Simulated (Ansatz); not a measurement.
Worked example: correlation energy of [Cl···H···OH], doublet

Geometry: a point of a hydrogen-transfer path between rigid fragments, not a stationary point.

```yaml
atoms:
  - { symbol: Cl, position_ang: [-0.8387, 0.0177, 0.0000] }
  - { symbol: H, position_ang: [0.4401, 0.0177, 0.0000] }
  - { symbol: O, position_ang: [1.7073, 0.0177, 0.0000] }
  - { symbol: H, position_ang: [1.9592, -0.9222, 0.0000] }
```

Basis cc-pVDZ; Ansatz 0.2.0. Correlated methods freeze the noble-gas cores, which leaves 15 electrons in 36 orbitals. R marks a restricted (for open shells ROHF) determinant, U an unrestricted one.

Full CI isn't at hand for all of this; UCCSDT(Q) serves as the reference, and is uncertain by about the last step of the cluster series.

The cluster runs stand on a determinant 0.02 eV above the lowest UHF solution, chosen by trial CCSD; the correlation energy below is counted from it.

Runs differ by some tens of microhartree through their thresholds and, for an open shell, their frozen cores, so steps under 0.03 kcal/mol mean nothing.

```json
{"level": "UHF determinant under the cluster runs", "total energy (hartree)": "-535.450431"}
{"level": "UMP2", "total energy (hartree)": "-535.762151"}
{"level": "UCCSD", "total energy (hartree)": "-535.792143"}
{"level": "UCCSD(T)", "total energy (hartree)": "-535.798169"}
{"level": "UCCSDT", "total energy (hartree)": "-535.798749"}
{"level": "UCCSDT(Q)", "total energy (hartree)": "-535.799412"}
```

**Question.** What is the correlation energy at UCCSDT(Q), and what share of it do UMP2 and UCCSDT recover?

**Answer.** E(corr) = -535.799412 − (-535.450431) = -0.348981 hartree = -9.496 eV. UMP2: -0.311720 / -0.348981 = 89.32 %. UCCSDT: -0.348318 / -0.348981 = 99.81 %.

**Question.** By how many kcal/mol does UCCSD(T) miss UCCSDT(Q) (1 hartree = 627.509 kcal/mol), and which steps make up the rest?

**Answer.** -535.798169 − (-535.799412) = 0.001243 hartree = 0.78 kcal/mol. Steps: UCCSDT − UCCSD(T) = -0.36, UCCSDT(Q) − UCCSDT = -0.42 kcal/mol. That is within 1 kcal/mol of the reference in this basis, which itself misses far more of the correlation at the basis-set limit.
